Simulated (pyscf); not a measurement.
Structures and frequencies: ωB97X-D3(BJ)/def2-SVP in PySCF.

For `[SiH3][S][SnH3]` + `[H]` [doublet] → `[SiH3][SH]` + `[SnH3]` [doublet], a substitution at S (doublet surface; S–Sn broken, H–S formed), PBE/def2-TZVP gives ΔE‡ = -2.3 kcal/mol and ΔE = -18.4 kcal/mol (zero: the separated reactants). In which direction and how far do r²SCAN/def2-TZVP, PBE0-D3(BJ)/def2-TZVP, ωB97M-D3(BJ)/def2-TZVP move these?

r²SCAN: ΔE‡ = -2.7 kcal/mol, ΔE = -18.7 kcal/mol; PBE0-D3(BJ): ΔE‡ = 0.1 kcal/mol, ΔE = -15.9 kcal/mol; ωB97M-D3(BJ): ΔE‡ = 3.4 kcal/mol, ΔE = -19.5 kcal/mol. PBE's barrier lies among them. Its reaction energy lies among theirs. At PBE, r²SCAN this geometry lies under the reactants; that is no barrier but a single point on another level's saddle; such a level's own saddle, if it has one, lies nearer that side and is low. This is the saddle that the search found; another between the same sides may lie lower. The angle at the attacked S is 171°. Elements past Kr carry the def2 core potentials, without spin-orbit coupling.
